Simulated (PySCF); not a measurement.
# Adding and removing an electron: MgCl

PBE0; PySCF, no relativity, basis sets Mg 6-311G(d,p), Cl 6-311G(d,p). Neutral (UKS): doublet (σ ↑), Re = 2.231 Å, ωe = 446 cm⁻¹, De = 3.31 eV, HOMO -5.88 eV, LUMO -2.92 eV.

MgCl⁺ (UKS): singlet (closed shell), Re = 2.126 Å, ωe = 548 cm⁻¹, De = 2.94 eV to Mg⁺ + Cl. The energies at the minima are -660.07832 hartree for MgCl and -659.78744 for MgCl⁺.

Question: Work out the adiabatic ionisation energy, without and with harmonic zero-point energies (1 hartree = 27.2114 eV, 1 eV = 8065.5 cm⁻¹), and the change of the bond length.

Answer: At PBE0: 0.29088 hartree = 7.915 eV between the minima; the zero-point term (548.0 − 446.0)/2 cm⁻¹ = +0.006 eV makes it 7.922 eV. Re changes by -10.5 pm against the neutral. The electron leaves a σ orbital; in so polar a molecule the change of length follows mostly from the change of the ionic charges.

For an ion De counts to the pair picked by the measured ionisation energies or electron affinities, which need not be the lowest pair at this level. States were picked by a PBE0 search and need not be the measured ground states.
